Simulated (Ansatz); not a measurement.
What does this script print? It uses Ansatz's Python interface.

`scan_c2h4s2.py`:
```python
import logging
import sys

import ansatz as az
import numpy as np

logging.basicConfig(stream=sys.stdout, format="%(levelname)s:%(name)s:%(message)s")
logger = logging.getLogger("c2h4s2")
logger.setLevel(logging.INFO)

BASIS = "def2-SVP"
XC = "r2scan0"

c2h4s2 = (
    az.Crystal.molecule()
    .atom("C", (-0.2389, 0.7491, -0.1318))
    .atom("C", (-0.0464, -0.6568, 0.1094))
    .atom("S", (1.1446, -1.0844, 1.2158))
    .atom("S", (1.2492, -1.4311, -0.8012))
    .atom("H", (0.6355, 1.3733, -0.2652))
    .atom("H", (-0.8712, 0.9391, -1.0633))
    .atom("H", (-0.8423, 1.2308, 0.681))
    .atom("H", (-0.9383, -1.177, 0.1995))
)

symbols = [site.symbol for site in c2h4s2.cartesian_sites]
start = np.array([site.position_ang for site in c2h4s2.cartesian_sites])
axis = (start[4] - start[0]) / np.linalg.norm(start[4] - start[0])
moving = [4]
lengths, energies = [0.953, 0.996, 1.039, 1.083, 1.126, 1.169, 1.212, 1.277], []
for length in lengths:
    xyz = start.copy()
    xyz[moving] += (length - np.linalg.norm(start[4] - start[0])) * axis
    point = az.Crystal.molecule()
    for symbol, xyz in zip(symbols, xyz):
        point = point.atom(symbol, xyz.tolist())
    setup = point.calculation().basis(gaussian=BASIS).functional(XC)
    rep = setup.run(threads=1, pin="off").report
    energies.append(rep["free_energy_ev"])
    logger.info(f"r = {length:6.3f} A  E = {energies[-1]:.5f} eV  <S^2> = {abs(rep['mean_field']['state']['spin_squared']):.3f}")

fit = np.polynomial.Polynomial.fit(lengths, np.array(energies) - min(energies), 4).convert()
roots = [r.real for r in fit.deriv().roots() if abs(r.imag) < 1e-9 and fit.deriv(2)(r.real) > 0]
r_e = min(roots, key=lambda r: abs(r - lengths[int(np.argmin(energies))]))
logger.info(f"minimum of the fit at {r_e:.4f} A, force constant {fit.deriv(2)(r_e):.2f} eV/A^2")
```

```console
$ python scan_c2h4s2.py
INFO:c2h4s2:r =  0.953 A  E = -23796.92369 eV  <S^2> = 0.000
INFO:c2h4s2:r =  0.996 A  E = -23797.18097 eV  <S^2> = 0.000
INFO:c2h4s2:r =  1.039 A  E = -23797.32583 eV  <S^2> = 0.000
INFO:c2h4s2:r =  1.083 A  E = -23797.38243 eV  <S^2> = 0.000
INFO:c2h4s2:r =  1.126 A  E = -23797.36754 eV  <S^2> = 0.000
INFO:c2h4s2:r =  1.169 A  E = -23797.29861 eV  <S^2> = 0.000
INFO:c2h4s2:r =  1.212 A  E = -23797.18781 eV  <S^2> = 0.000
INFO:c2h4s2:r =  1.277 A  E = -23796.96197 eV  <S^2> = 0.000
INFO:c2h4s2:minimum of the fit at 1.0937 A, force constant 35.19 eV/A^2
```

Notes:
- Total energies depend on the basis set; only differences at equal settings carry meaning.
- The rest of the molecule is held rigid at a force-field or estimated start geometry, and the basis set is modest; single-reference methods fail as a bond breaks.
- The orbitals are restricted, so S² is zero by construction.
- Wall time of the script: 37 s on 1 thread of Arm Neoverse V1, with other jobs on the host, peak memory 0.24 GiB.

(Lines on the test bed's own set-up are left out of the output.)
